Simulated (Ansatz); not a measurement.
Consider the hydrogen abstraction from the Si–H bond: `[SiH3]N[SiH3]` + `[OH]`• → `[SiH2]N[SiH3]`• + H₂O.

Isolated molecules relaxed with PBE0-D4/def2-TZVP in Ansatz; ΔE leaves out vibrations. CBS: MP2 limit from def2 TZ/QZ plus the TZ coupled-cluster correction, frozen cores. This one scheme is used for every species. Functionals use def2-TZVPP. Open shells (•) are unrestricted, without spin–orbit coupling.

```tsv
level	ΔE (kJ/mol)	difference from CCSD(T)/CBS
PBE-D4	-145.3	-20.4
revPBE-D4	-135.8	-10.9
r2SCAN0-D4	-113.7	11.2
BHLYP-D4	-94.4	30.5
PBE	-145.4	-20.5
BHLYP	-94.0	30.9
RPA@PBE/def2-TZVPP	-99.8	25.1
HF/def2-TZVPP	-43.5	81.4
MP2/def2-TZVPP	-140.0	-15.1
SCS-MP2/def2-TZVPP	-121.2	3.7
CCSD(T)/CBS	-124.9	0
```

Largest T1 diagnostic among the species: 0.014.

From PBE to PBE0 (25 % exact exchange), in def2-TZVPP and without D4, ΔE moves by +18.9 kJ/mol. At CCSD(T), def2-SVP lies +23.9 kJ/mol from the extrapolated value and def2-TZVPP +8.4 kJ/mol.
